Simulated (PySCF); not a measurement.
How the smallest direct gap on the k points sampled of zinc-blende AlN (metastable phase) moves with the method

No measured value is used here.

```tsv
level (code)	value (eV)
PBE (PySCF)	4.14 ± 0.03
PBE0 (PySCF)	6.29 ± 0.03
Hartree–Fock (PySCF)	13.49 ± 0.1
evGW@PBE (PySCF)	6.47 ± 0.1
G0W0@Hartree–Fock (PySCF)	8.30 ± 0.1
G0W0@PBE (PySCF)	5.73 ± 0.09
G0W0@PBE0 (PySCF)	6.54 ± 0.10
```

At these levels the smallest gap is indirect and lower: PBE 3.36, PBE0 5.38, Hartree–Fock 12.20, evGW@PBE 5.79, G0W0@Hartree–Fock 7.39, G0W0@PBE 5.02, G0W0@PBE0 5.79 eV. Computed values are for a static lattice.  A ± on a computed value is a rough bar: the spread of its extrapolation, a floor set from checks against published values, or a statistical error. Values are at the measured cell.
